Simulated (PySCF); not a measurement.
# C5H10S: the cost of one run

Computed with PySCF 2.14.0, with density-fitted response routines of our own, on a single molecule in the gas phase. Atoms count from 0, in the outputs and in this text.

### Step 1. The molecule as given

16 atoms, charge 0, multiplicity 1; geometry from: MMFF94s. The atoms were then displaced at random by about 0.03 Å, so the start is not that level's minimum.

Bonds of the start (Å): S0–C1 1.83, C1–C2 1.54, C2–C3 1.41, C3–C4 1.56, C4–C5 1.51, C5–C1 1.51, S0–H6 1.41, C1–H7 1.11, C2–H8 1.12, C2–H9 1.15, C3–H10 1.22, C3–H11 1.08, C4–H12 1.14, C4–H13 1.07, C5–H14 1.10, C5–H15 1.08.

### Step 2. Optimising the geometry at PBE0-D3(BJ)/def2-SVP

What the job is given:

```
{"job": {"xc": "PBE0", "basis": "def2-SVP", "d3": "d3bj", "grid": 1, "shake": 0.03, "kind": "geom"}, "charge": 0, "multiplicity": 1}
S      2.330860     0.646770    -0.433540
C      1.090450    -0.474740     0.311300
C      0.081770     0.219500     1.252500
C     -0.892840     0.763120     0.394030
C     -0.984260    -0.103730    -0.904380
C      0.156680    -1.067810    -0.718740
H      1.380690     1.528570    -0.990730
H      1.750070    -1.207730     0.812130
H     -0.272590    -0.504420     2.028820
H      0.593270     1.004020     1.918410
H     -1.981800     0.679000     0.948120
H     -0.812590     1.815030     0.180090
H     -2.014500    -0.566470    -1.060860
H     -0.855180     0.569540    -1.721300
H      0.634500    -1.357960    -1.664500
H     -0.238880    -1.976640    -0.284910
```

Launch:

```sh
$ OMP_NUM_THREADS=1 python probes_run.py task.json out
```

The driver reads the jobs from task.json and runs them one after another.

Q: Estimate the wall time and peak memory of this first job on 1 thread of Arm Neoverse V1, shared host.

About 67 s, with a peak of 0.61 GiB.
